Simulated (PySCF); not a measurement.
Gas-phase reaction: N2 + 2 BH3 = HBNH + H2BNH2

Computed with PySCF and rigid-rotor harmonic-oscillator thermochemistry at 1 bar. † marks an energy on the PBE0/def2-TZVP geometry and frequencies; other levels use their own. MP2 and CCSD(T) freeze the core. All species are closed-shell singlets. HBNH, H2BNH2: computed as isolated molecules; such fragments, hydroxides, amides, oligomers or adducts are transient or little studied in the gas. MP2 isn't extrapolated to the basis-set limit; its ΔH°(298 K) is -228.6 kJ in def2-SVP and -234.0 kJ in def2-TZVPP. CCSD(T) isn't extrapolated to the basis-set limit; its ΔH°(298 K) is -217.7 kJ in def2-SVP and -219.9 kJ in def2-TZVPP. The harmonic model lacks anharmonicity and excited electronic states, which grow with temperature; levels with a mode under 35 cm⁻¹ are left out.

| level | ΔE electronic, kJ | ΔH°(298 K), kJ | ΔS°(298 K), J/K | ΔG°(1200 K), kJ |
|---|---|---|---|---|
| BLYP/def2-TZVP† | -267 | -234 | -130 | -80 |
| CCSD(T)/def2-SVP† | -251 | -218 | -130 | -64 |
| CCSD(T)/def2-TZVPP† | -253 | -220 | -130 | -66 |
| MP2/def2-SVP† | -262 | -229 | -130 | -75 |
| PBE0/def2-QZVP† | -304 | -271 | -130 | -117 |
| PBE0/def2-TZVP | -296 | -263 | -130 | -109 |
| LDA/def2-TZVP† | -401 | -367 | -130 | -214 |
| ωB97M-V/def2-TZVP† | -276 | -243 | -130 | -89 |
| ωB97X-V/def2-TZVP† | -258 | -225 | -130 | -72 |
ΔH° is lowest at LDA/def2-TZVP† and highest at CCSD(T)/def2-SVP†. No reference value is set beside these.
